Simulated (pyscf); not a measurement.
Optimised with ωB97X-D3(BJ)/def2-SVP in PySCF.

### Question
For HO–VH(F)(F)–F (SMILES [OH][VH]([F])([F])[F]) → O=V(F)(F)–F (SMILES [O]=[V]([F])([F])[F]) + H₂ (SMILES [H][H]), an elimination (singlet surface; H–O, H–V broken, H–H formed), PBE/def2-TZVP gives ΔE‡ = 0.76 eV and ΔE = -1.06 eV (zero: the reactant's lowest minimum found). In which direction and how far do B3LYP-D3(BJ)/def2-TZVP, PBE0-D3(BJ)/def2-TZVP, ωB97M-D3(BJ)/def2-TZVP move these?

### Answer
B3LYP-D3(BJ): ΔE‡ = 1.02 eV, ΔE = -1.00 eV; PBE0-D3(BJ): ΔE‡ = 0.96 eV, ΔE = -0.93 eV; ωB97M-D3(BJ): ΔE‡ = 1.09 eV, ΔE = -0.95 eV. PBE's barrier lies under all of them, by 0.20 to 0.33 eV. Its reaction energy lies under all of them, by 0.06 to 0.14 eV. On the reactant side the descent ends in a point that may be a rotor saddle (no frequency run), 0.18 eV over the lowest minimum found and 0.89 eV under the saddle at ωB97X-D3(BJ)/def2-TZVP. At the saddle there is also a short H–V contact that neither side keeps. This is the saddle that the search found; another between the same sides may lie lower.
